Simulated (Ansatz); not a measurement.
# NO (nitric oxide) at 6 levels

Aim: a comparison of 6 runs (U-wB97X/STO-3G, UCAM-B3LYP/STO-3G, UHSE06/STO-3G, RPA@PBE/STO-3G, UCCSDT(Q)/STO-3G, UCCSDT/STO-3G) of NO (nitric oxide). 

Program for the calculation: Ansatz 0.2.0.

32 further runs of the same task are left out: 2 that didn't finish, 30 set aside as unsound or not needed.

## 1. The system as given

NO: 2 atoms, total charge 0, spin state doublet. As SMILES, `[N]=O`. The O2–N1 distance was set to 1.710 Å, away from the relaxed value.

Bond lengths: N1–O2 1.710 Å.

## 2. The energy at U-wB97X/STO-3G (run 1)

molecule.yaml reads:

```yaml
crystal:
  periodic: [false, false, false]
  atoms:
    - {symbol: "N", position_ang: [-0.967215, 0.354051, -0.487968]}
    - {symbol: O, position_ang: [0.483620, -0.177030, 0.243990]}
basis:
  gaussian: {orbitals: STO-3G}
total_charge: 0
magnetization: {spin_polarized: true, initial_magnetization: 1}
hamiltonian: {xc: {name: wB97X}}
accuracy: high
```

Started as:

```bash
ansatz run molecule.yaml --threads 1 --pin off --max-ram 3480MiB --events-out events.jsonl --progress --plain --runs-dir runs
```

Output:

```text
Warning: RAYON_NUM_THREADS=1 ignored (pool sized by the plan → 1); use --threads N
Functional definition: wB97X
  name "wB97X"
  parameter omega = 0.3/bohr
  parameter cx = 0.157706
  parameter cx1 = 0.726479
  parameter cx2 = 1.04760
  parameter cx3 = -5.70635
  parameter cx4 = 13.2794
  parameter css1 = -4.33879
  parameter css2 = 18.2308
  parameter css3 = -31.7430
  parameter css4 = 17.2901
  parameter cos1 = 2.37031
  parameter cos2 = -11.3995
  parameter cos3 = 6.58405
  parameter cos4 = -3.78132
  exchange = spin_sum(e_x_unif_sr(omega)*poly(b97_u_x, 1 - cx, cx1, cx2, cx3, cx4)) + cx*exact_x_sr(omega)
      + exact_x_lr(omega)
  correlation = spin_sum(e_c_pw_same_spin*poly(b97_u_same, 1, css1, css2, css3, css4))
      + integral(e_c_pw_opposite_spin*poly(b97_u_opposite, 1, cos1, cos2, cos3, cos4))
149 factors; integrals over basis functions are off by at most 3.1e-8 eV
86 factors; integrals over basis functions are off by at most 1.0e-9 eV
mean field evaluation 1: about -3477.4121 eV, gradient 2.6e1 eV
mean field evaluation 2: about -3432.0239 eV, gradient 8.5e1 eV
mean field evaluation 4: about -3480.9278 eV, gradient 7.4e0 eV
mean field evaluation 8: about -3481.2515 eV, gradient 1.3e0 eV
mean field evaluation 16: about -3483.0167 eV, gradient 1.0e0 eV
mean field evaluation 32: about -3483.0688 eV, gradient 1.3e-2 eV
mean field -3483.06879719 eV, -128.0004173881 hartree, gradient 3.5e-8 eV, S^2 1.792661; 1 other end points of the search recorded, 0 dependent functions left out
reference -3483.06879681 eV, -128.0004173740 hartree; 8, 7 occupied and 2, 3 virtual orbitals, 149 factors
Total energy: -3483.06879681 eV, -128.0004173740 hartree
```

Run time: 4.8 s. Hardware: 1 thread of Arm Neoverse V1, shared host; peak memory 0.2 GiB.

## 3. The energy at UCAM-B3LYP/STO-3G (run 2)

input.yaml reads:

```yaml
crystal:
  periodic: [false, false, false]
  atoms:
    - {symbol: "N", position_ang: [-0.967215, 0.354051, -0.487968]}
    - {symbol: O, position_ang: [0.483620, -0.177030, 0.243990]}
basis:
  gaussian:
    orbitals: STO-3G
hamiltonian:
  xc: {name: CAM-B3LYP}
magnetization:
  spin_polarized: true
  initial_magnetization: 1
accuracy: high
```

Started as:

```bash
ansatz run input.yaml --threads 1 --pin off --max-ram 3480MiB --events-out events.jsonl --progress --plain --runs-dir runs
```

Output (excerpt; [...] marks lines left out):

```text
Warning: RAYON_NUM_THREADS=1 ignored (pool sized by the plan → 1); use --threads N
Functional definition: CAM-B3LYP
  name "CAM-B3LYP"
[...]
149 factors; integrals over basis functions are off by at most 3.1e-8 eV
92 factors; integrals over basis functions are off by at most 5.7e-10 eV
[...]
mean field -3481.77284411 eV, -127.9527919906 hartree, gradient 7.5e-8 eV, S^2 1.732407; 5 other end points of the search recorded, 0 dependent functions left out
reference -3481.77285165 eV, -127.9527922676 hartree; 8, 7 occupied and 2, 3 virtual orbitals, 149 factors
Total energy: -3481.77285165 eV, -127.9527922676 hartree
```

Run time: 2.3 s. Hardware: 1 thread of Arm Neoverse V1, shared host.

Run 3 isn't shown in full; the table further down has it.

## 4. A single-point energy at RPA@PBE/STO-3G (run 4)

job.yaml reads:

```yaml
basis:
  gaussian:
    orbitals: STO-3G
crystal:
  periodic: [false, false, false]
  atoms:
    - {symbol: N, position_ang: [-0.967215, 0.354051, -0.487968]}
    - {symbol: O, position_ang: [0.483620, -0.177030, 0.243990]}
magnetization:
  spin_polarized: true
  initial_magnetization: 1
hamiltonian:
  xc: pbe
correlation:
  method: rpa
  frozen_orbitals: {"N": 1, O: 1}
accuracy: high
```

Started as:

```bash
ansatz run job.yaml --threads 1 --pin off --max-ram 3480MiB --events-out events.jsonl --progress --plain --runs-dir runs
```

Output (excerpt; [...] marks lines left out):

```text
Warning: RAYON_NUM_THREADS=1 ignored (pool sized by the plan → 1); use --threads N
Functional definition: PBE
  name "PBE"
[...]
149 factors; integrals over basis functions are off by at most 3.1e-8 eV
[...]
mean field -3479.97398538 eV, -127.8866851515 hartree, gradient 7.5e-8 eV, S^2 1.429543; 6 other end points of the search recorded, 0 dependent functions left out
2 core orbitals not correlated: weight in the atoms' cores, before any rotation towards them, 1.000 or more for the frozen orbitals, at most 0.000 for the correlated occupied ones
reference -3466.48887202 eV, -127.3911163763 hartree; 6, 5 occupied and 2, 3 virtual orbitals, 149 factors
Total energy: -3472.67877028 eV, -127.6185909415 hartree
```

Run time: 1.9 s. Hardware: 1 thread of Arm Neoverse V1, shared host; peak memory 0.092 GiB.

Run 5 isn't shown in full; the table further down has it.

## 5. The energy at UCCSDT/STO-3G (run 6)

input.yaml reads:

```yaml
crystal:
  periodic: [false, false, false]
  atoms:
    - {symbol: "N", position_ang: [-0.967215, 0.354051, -0.487968]}
    - {symbol: O, position_ang: [0.483620, -0.177030, 0.243990]}
basis:
  gaussian: {orbitals: STO-3G}
correlation: {method: ccsdt, frozen_orbitals: {"N": 1, O: 1}}
accuracy: high
scf: {omitted_lower_state_checks: [cluster_reference, increment]}
magnetization: {spin_polarized: true, initial_magnetization: 1}
```

Started as:

```bash
ansatz run input.yaml --threads 1 --pin off --max-ram 3480MiB --events-out events.jsonl --progress --plain --runs-dir runs
```

Output:

```text
Warning: RAYON_NUM_THREADS=1 ignored (pool sized by the plan → 1); use --threads N
[... 14 lines left out ...]
2 core orbitals not correlated: weight in the atoms' cores, before any rotation towards them, 1.000 or more for the frozen orbitals, at most 0.000 for the correlated occupied ones
[... 61 lines left out ...]
Total energy: -3471.34388424 eV, -127.5695347844 hartree
Checks for a lower state left out: cluster_reference, increment
```

Run time: 0.83 s. Hardware: 1 thread of Arm Neoverse V1, shared host.

## 6. Overview of the runs

| run | level | frozen core orbitals | energy (Eh) | ⟨S²⟩ | wall time |
| --- | --- | --- | --- | --- | --- |
| 1 | U-wB97X/STO-3G | – | -128.000417 | 1.793 | 4.8 s |
| 2 | UCAM-B3LYP/STO-3G | – | -127.952792 | 1.732 | 2.3 s |
| 3 | UHSE06/STO-3G | – | -127.890188 | 1.723 | 1.8 s |
| 4 | RPA@PBE/STO-3G | 2 | -127.618591 | 1.430 | 1.9 s |
| 5 | UCCSDT(Q)/STO-3G | 2 | -127.569948 | 2.298 | 1.8 s |
| 6 | UCCSDT/STO-3G | 2 | -127.569535 | 2.298 | 0.83 s |

## 7. What came out

```
                                          quantity          value
                               run 6: total energy  -127.56953 Eh
run 6: correlation energy (2 core orbitals frozen)      -50.1 mEh
          run 6: ⟨S²⟩ of the reference determinant          2.298
                              run 6: T1 diagnostic          0.073
```

In words: Totals of different functionals can't be ranked against each other. In runs 1, 2, 3, 4, 5, 6 the basis is minimal, so the values are rough. Spin contamination of the reference: run 5 ⟨S²⟩ = 2.30, run 6 ⟨S²⟩ = 2.30, run 1 ⟨S²⟩ = 1.79, run 2 ⟨S²⟩ = 1.73, run 3 ⟨S²⟩ = 1.72, run 4 ⟨S²⟩ = 1.43. Where it is this large, the reference is a mixture of spin states, and values that rest on it are in doubt. All runs together took 13 s, the longest 4.8 s.
